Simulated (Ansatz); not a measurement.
I need a ladder of methods at one geometry of FH. Use the Python package of Ansatz (0.2.0). Settings (for the species named): MP2, cc-pVDZ basis, multiplicity 1. The script varies method: mp2, ccsd, ccsd_t, ccsdt_q.

```xyz
2

H     0.0000    0.0000    0.0000
F     0.0000    0.0000    0.9350
```

The script, `methods_fh.py`:
```python
"""One geometry of FH, method by method."""

import ansatz as az

SETTINGS = {
    "basis_set": "cc-pVDZ",
}

geometry_ang = [
    ("H", (0.0, 0.0, 0.0)),
    ("F", (0.0, 0.0, 0.935)),
]
geometry = az.Crystal.molecule()
for symbol, xyz in geometry_ang:
    geometry = geometry.atom(symbol, xyz)

job = (
    geometry.calculation()
    .basis(gaussian=SETTINGS["basis_set"])
)

methods = ["mp2", "ccsd", "ccsd_t", "ccsdt_q"]
reports = [job.correlation(m).run(threads=1).report for m in methods]
print(f"Hartree-Fock reference {reports[0]['reference_energy_ev'] / 27.211386246:.6f} Ha")
best = reports[-1]["free_energy_ev"] - reports[-1]["reference_energy_ev"]
for method, each in zip(methods, reports):
    gained = each["free_energy_ev"] - each["reference_energy_ev"]
    print(f"{method:8s} total {each['free_energy_ev'] / 27.211386246:.6f} Ha  correlation {gained:9.4f} eV  ({100 * gained / best:.1f} % of the last)")
```

```console
$ python methods_fh.py
Hartree-Fock reference -100.018385 Ha
mp2      total -100.220790 Ha  correlation   -5.5077 eV  (96.4 % of the last)
ccsd     total -100.225952 Ha  correlation   -5.6482 eV  (98.8 % of the last)
ccsd_t   total -100.227910 Ha  correlation   -5.7015 eV  (99.8 % of the last)
ccsdt_q  total -100.228429 Ha  correlation   -5.7156 eV  (100.0 % of the last)
```

Caveats:
- Total energies depend on the basis set; only differences at equal settings carry meaning.
- The geometry is a force-field or estimated start, not a minimum of this method, and the basis set is short of its limit. A lower total doesn't mark the better method: functionals have no common bound, and MP2 and coupled cluster aren't variational.
- Inner cores stay frozen, so this is valence correlation.
- Timing: 1 s on 1 thread of Arm Neoverse V2 (shared host), peak memory 0.14 GiB.
